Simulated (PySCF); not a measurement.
Input for PySCF:
```python
from pyscf import gto, scf, dft

mol = gto.Mole()
mol.atom = '''
    S    -0.000362   -0.002134    0.103903
    H    -0.038472    1.008615   -0.811003
    H     0.044257   -0.974478   -0.851437
'''
mol.basis = 'aug-cc-pvdz'
mol.charge = 1
mol.spin = 1
mol.verbose = 3
mol.build()

mf = dft.UKS(mol)
mf.xc = 'b3lyp'
mf.kernel()
mf.analyze()
```

What does this run give for the HOMO energy, nuclear repulsion energy, total energy, <S^2>, number of basis functions?


```json
{
  "HOMO energy": "-17.78 eV",
  "nuclear_repulsion_energy": "12.6825 Eh",
  "total_energy": "-399.031608 Ha",
  "<S^2>": "0.754",
  "number_of_basis_functions": "45"
}
```

These values belong to the state on which the SCF converged, which isn't shown to be the lowest.
